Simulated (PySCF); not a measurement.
Run record: geometry optimisation, 3,3,3-trifluoropropene (`C=CC(F)(F)F`).

Computed with PBE0-D3(BJ)/def2-SVP geometry optimisation, gas phase (PySCF 2.14.0). Start geometry: GFN2-xTB. The command runs a driver script over a list of jobs; the input below is this job's line of settings and its coordinates in Å.

Command:
```bash
OMP_NUM_THREADS=1 python probes_run.py task.json out
```

Input:
```
{"job": {"xc": "PBE0", "basis": "def2-SVP", "d3": "d3bj", "grid": 1, "shake": 0.01, "kind": "geom"}, "charge": 0, "multiplicity": 1}
C      1.366760     0.277370    -0.311250
C      0.337780    -0.497120    -0.001210
C     -1.075590     0.000550     0.199350
F     -1.153610     1.327060     0.039510
F     -1.924210    -0.584560    -0.653270
F     -1.508790    -0.271410     1.442930
H      2.349630    -0.085100    -0.458040
H      1.225320     1.369710    -0.446400
H      0.440510    -1.553670     0.154640
```

Output:
```
step   0  E = -414.90607552  max force = 0.028924
step   1  E = -414.90747052  max force = 0.008536
step   2  E = -414.90767710  max force = 0.004483
step   3  E = -414.90778014  max force = 0.004751
step   4  E = -414.90791382  max force = 0.001213
step   5  E = -414.90794604  max force = 0.000616
step   6  E = -414.90797527  max force = 0.000723
step   7  E = -414.90802653  max force = 0.002107
step   8  E = -414.90804318  max force = 0.001440
step   9  E = -414.90804769  max force = 0.000389
optimisation converged
```

Energies in Eh; «max force» is the largest Cartesian gradient component in Eh/bohr.

Question: How much energy does the optimisation release, in eV?

Answer: E(step 0) − E(last step) = 0.001972 Eh, which is 0.054 eV.

Summary of the converged run: final energy -414.90805 Eh after 9 steps; dipole 2.24 D.

Question: Give the final coordinates.

Answer: 0.020 Å rms from the input after alignment:
```
atom  x, y, z in Å
C1     1.3471    0.4367   -0.0530
C2     0.3709   -0.4639   -0.0087
C3    -1.0781   -0.0994    0.0323
F4    -1.2762    1.2199    0.0078
F5    -1.7317   -0.6269   -1.0087
F6    -1.6614   -0.5754    1.1391
H7     2.3950    0.1301   -0.0837
H8     1.1285    1.5076   -0.0608
H9     0.5640   -1.5405   -0.0014
```

Hardware: one thread, Intel Xeon Platinum 8375C at 2.90 GHz (x86_64), shared host. Cost: 40 s of wall time, 0.41 GiB resident at most.
Labels such as C1 count atoms from 1, the log's own numbers from 0.
